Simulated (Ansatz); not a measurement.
Species: CH$_{2}$O$_{2}$, SMILES `O=CO` with one electron removed (charge 1, multiplicity 2).

Task: Give a relaxed geometry from PBE0-D4/def2-TZVP (Ansatz, a first-principles code).

Result: This is not unique; one that fits is the end point of this relaxation, one of several conformers (outside a Z-matrix the atoms follow the SMILES, hydrogens last).
Z-matrix (Å, degrees):
```
C
O 1 1.2477
O 1 1.2635 2 125.88
H 3 0.9804 1 115.90 2 0.00
H 1 1.1055 2 115.47 3 180.00
```
